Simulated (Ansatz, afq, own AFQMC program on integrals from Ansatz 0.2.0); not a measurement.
## Where AFQMC and coupled cluster stand for CH⁺, singlet

```json
{"atom": "C", "x (Å)": "0.0000", "y (Å)": "0.0000", "z (Å)": "0.0000"}
{"atom": "H", "x (Å)": "0.0000", "y (Å)": "0.0000", "z (Å)": "0.9000"}
```

Basis cc-pVTZ. Only valence electrons are correlated. AFQMC by an in-house program on the Cholesky factors that Ansatz 0.2.0 writes for its CCSD(T) run. The CISD trial takes its coefficients from CCSD amplitudes. Released means that phaseless walkers are propagated on without the constraint, phases kept. Error bars are statistical, one sigma.

Determinant: UHF, the one that the program's search chose, which needn't be the lowest solution. The geometry is a point of a scan.

Full CI on the same integrals is exact in this basis and with this determinant's frozen core.

Cautions: strong correlation (T1 0.168, weight of the determinant 0.72, largest double 0.15); unrestricted determinant spin contaminated (⟨S²⟩ 0.54 against 0.00).

The T1 diagnostic is 0.1676 and the weight of the determinant in the CISD state is 0.721. The ⟨S²⟩ of the determinant is 0.542 and the size of the correlated space is 4 electrons in 43 orbitals.

Reference: full CI, correlation energy -2.763 eV. The released energy is read at 2.40 1/Eh (meV from the phaseless value at times in 1/Eh: -3.2 ± 1.6 at 0.24, -3.2 ± 1.8 at 0.51, -4.9 ± 2.0 at 0.99, -13 ± 4 at 1.62, -14 ± 4 at 2.40). The cautions show a poor starting determinant, so the rows tell how each method copes with it here, and full CI is the sure value.

```tsv
level	E − E(reference) (kJ/mol)	share of correlation (%)
HF	266.6	0.00
MP2	90.8	65.94
CCSD	7.0	97.37
CCSD(T)	1.7	99.38
CCSDT	0.3	99.88
CCSDT(Q)	0.1	99.96
ph-AFQMC/CISD	0.4 ± 0.2	99.85
released AFQMC	-0.9 ± 0.4	100.35
```

CCSDT and higher add their correlation energy to the determinant of the CCSD(T) run, since their own runs factorise the integrals more tightly (a shift of under 2 meV). Released energies are given only where the last usable release times agree within the noise; a slower fall can still hide under it.
